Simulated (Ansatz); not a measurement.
Basis-set extrapolation for `CC=C=N` (PBE0-D4/def2-TZVP geometry, frozen core, the Gaussian-basis code of Ansatz). Multiplicity 1, RHF reference.

|  | def2-TZVPP | def2-QZVPP |
| --- | --- | --- |
| HF | -170.979187 | -170.986850 |
| MP2 correlation | -0.685696 | -0.730427 |
| CCSD(T) correlation | -0.746102 | not run |

Energies in hartree. Use E(X) = E(∞) + A·exp(−7.88·√X) for Hartree–Fock and E(X) = E(∞) + B·X^(−2.97) for correlation, with X = 3 and 4, and add CCSD(T) minus MP2 of the smaller set to the MP2 limit.

Problem. What is the CCSD(T) energy at the basis-set limit?

Solution. HF limit: -170.986850 + (-0.007663) × 0.13774 = -170.98791. MP2 limit: -0.730427 + (-0.044731) × 0.74074 = -0.76356. Higher-order term: -0.746102 − (-0.685696) = -0.06041. Total: -171.81188 hartree, 227.3 kJ/mol below CCSD(T)/def2-TZVPP.
